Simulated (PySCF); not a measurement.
# OF₂: how level, basis and relativity move the structure

Each row is its own optimisation.

Each entry is the lowest minimum that a search over a few typed start shapes (and spin states, where more than one is plausible) found, or that minimum re-optimised at the stated level; isomers with ligand–ligand bonds, or fragments after loss of a ligand pair, can lie lower. Open shells are unrestricted; no spin–orbit coupling; PySCF with density fitting.

```tsv
level	2S+1	point group	mean bond to O (Å)	highest ω (cm⁻¹)	dipole (D)	distinct angles (°)	atomisation (kJ/mol)
B3LYP/def2-TZVP (no relativity)	1	C2v	1.402	1017	0.31	104	391
PBE/def2-TZVP (no relativity)	?	?	?	?	?	?	?
PBE0/def2-TZVP (no relativity)	1	C2v	1.381	1067	0.27	104	385
```

**Question.** Fill in the row of PBE/def2-TZVP (no relativity).

**Answer.** 2S+1: 1; point group: C2v; mean bond to O (Å): 1.421; highest ω (cm⁻¹): 971; dipole (D): 0.27; distinct angles (°): 105; atomisation (kJ/mol): 519.

Across these levels the mean bond spreads over 0.040 Å and the highest wavenumber over 96 cm⁻¹; all give the same point group.

Levels that gave another bonding pattern or an unsound solution are left out.
